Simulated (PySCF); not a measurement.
A GIAO shielding run with PySCF 2.14.0 with density-fitted response routines (density fitting, non-relativistic, gas phase) on SMILES ClCCCl, C₂H₄Cl₂:

```
$ OMP_NUM_THREADS=1 python probes_run.py task.json out

{"job": {"kind": "nmr", "xc": "PBE0", "basis": "pcSseg-2"}, "charge": 0, "multiplicity": 1}
Cl    -1.510221     1.212813     0.924427
C     -0.692215    -0.197507     0.206481
C      0.699313     0.196981    -0.215298
Cl     1.517482    -1.212868    -0.932395
H     -1.285997    -0.525475    -0.644651
H     -0.670214    -0.984449     0.958034
H      0.676742     0.983936    -0.966887
H      1.292398     0.526406     0.635850
```

Hardware: 1 thread of an Arm Neoverse N1, shared host. The job also computes population analyses, field gradients.

**Question.** How large is the calculation?

**Answer.** 50 electrons, 214 basis functions and 640 auxiliary functions.

**Question.** How long does it take, and how much memory does it need?

**Answer.** 27 s of wall time, with 12 SCF cycles and 5 response iterations; peak memory 0.81 GiB. Times on a shared host scatter by some tens of per cent.

**Question.** And these other runs on the same molecule and hardware: GIAO shielding at B97-2/pcSseg-2; GIAO shielding at KT3/pcSseg-2; GIAO shielding at wB97X-D/pcSseg-2?

**Answer.** B97-2/pcSseg-2: 214 functions, 24 s; KT3/pcSseg-2: 214 functions, 30 s; wB97X-D/pcSseg-2: 214 functions, 31 s.
